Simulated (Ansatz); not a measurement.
## SnH⁺, triplet: vertical spin and charge gaps

Geometry (PBE0/def2-TZVP stationary point for this spin):

```xyz
2

Sn    0.0000    0.0000    0.0000
H     0.0000    0.0000    1.8814
```

Basis def2-TZVPP with its core potentials; Ansatz 0.2.0. Correlated methods freeze the noble-gas cores and the filled d shells of p-block atoms. R marks a restricted (for open shells ROHF) determinant. Active spaces: valence = (4e, 5o) chosen from the atoms' valence shells. No spin–orbit coupling is included; scalar relativity enters through the core potentials alone.

Gaps are energies of the second state less the first, at fixed atoms, for a selection of the levels run; each method lands on the state that its own search finds for that charge and spin.

For open shells CISD is restricted-active-space CI with the open shells as a complete middle space.

Question: PBE gives 6.668 eV for quintet less triplet. Estimate what full CI gives in def2-TZVPP.

Answer: Full CI in def2-TZVPP gives 5.740 eV, so against it PBE is off by 0.928 eV, of which a good part can be the reference's own basis and frozen-core error.

| level | gap (eV) | error (meV) |
| --- | --- | --- |
| RHF | 4.391 | -1349 |
| RCCSD(T) | 5.730 | -10 |
| BCCD(T) | 5.730 | -10 |
| MRCISD (valence space) | 5.728 | -12 |
| MRCISD+Q (valence space) | 5.748 | 8 |
| MRCISD+Q(relaxed) (valence space) | 5.756 | 16 |
| PBE0 | 6.296 | 556 |
| wB97M-V | 6.412 | 672 |
| RPA-PBE | 5.782 | 42 |

Singlet less triplet: -2.206 eV at full CI (triplet B1, singlet A1, in C2v).

```tsv
level	gap (eV)	error (meV)
RHF	-1.856	350
RMP2	-2.087	119
CISD	-2.155	51
RCCSD	-2.213	-7
RCCSD(T)	-2.207	-1
BCCD(T)	-2.207	-1
RCCSDT	-2.204	2
RCCSDT(Q)	-2.204	2
CASSCF (valence space)	-2.227	-21
NEVPT2 (valence space)	-2.156	50
MRCISD (valence space)	-2.202	4
MRCISD+Q (valence space)	-2.196	10
PBE	-2.197	9
r2SCAN	-1.993	213
PBE0	-2.117	89
B3LYP	-2.259	-53
CAM-B3LYP	-2.202	4
wB97M-V	-2.256	-50
B2PLYP	-2.201	5
RPA-PBE	-2.179	27
```

Functionals correlate the shells that the reference freezes, so part of their error here is the reference's.

Full CI is exact within this basis and frozen core; it isn't the basis-set limit.
